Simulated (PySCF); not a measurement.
Species: C₂H₂ClNO.
Z-matrix (Å and degrees, GFN2-xTB geometry), rows numbered from 1:
```
O 
N   1  1.2208
C   2  1.3660  1  121.83
C   3  1.3508  2  121.46  1   -33.70
Cl  4  1.6920  3  123.91  2  -163.21
H   3  1.0796  2  114.22  1   160.41
H   4  1.0827  3  120.35  2    10.40
```

Level of theory: PySCF 2.14.0, delta-SCF UKS SCAN, pcX-2 on the ionised atom, pcseg-1 elsewhere, spin-free X2C. Each 1s hole has a ground state of its own, since the core basis sits on the ionised atom alone.

| ionised atom | basis functions | E(ground) (Eh) | E(ionised) (Eh) |
| --- | --- | --- | --- |
| C4 | 115 | -668.76649 | -658.00022 |
| N2 | 115 | -668.77833 | -653.78707 |
| O1 | 115 | -668.79048 | -648.99773 |
| Cl5 | 126 | -668.93481 | -564.93688 |

Q: Turn these total energies into binding energies.

A: E(ionised) − E(ground), at 27.2114 eV a hartree:

| atom | environment | difference (Eh) | binding energy (eV) |
| --- | --- | --- | --- |
| C4 | vinylic C–Cl carbon | 10.76627 | 292.97 |
| N2 | nitroso nitrogen | 14.99126 | 407.93 |
| O1 | nitroso oxygen | 19.79275 | 538.59 |
| Cl5 | vinyl chlorine | 103.99793 | 2829.93 |

Q: How much do the ground-state energies differ, and what would follow from using one of them for all holes?

A: They run from -668.9348 Eh (core basis on Cl5) to -668.7665 Eh (on C4), 0.1683 Eh or 4.58 eV apart, though the state is the same; only basis and grid differ. Pairing the ion of C4 with the ground state of Cl5 would put its binding energy 4.58 eV too high.

Only 1s holes are shown. The unrestricted hole states depart most from a pure doublet (⟨S²⟩ = 0.75; over 0.85 named) for C 1s of C4 (0.85) and O 1s of O1 (0.97), which makes these values less certain. Geometry: GFN2-xTB, one conformer, isolated molecule.

The run took 19 s wall on one thread of an x86-64 server, shared host.
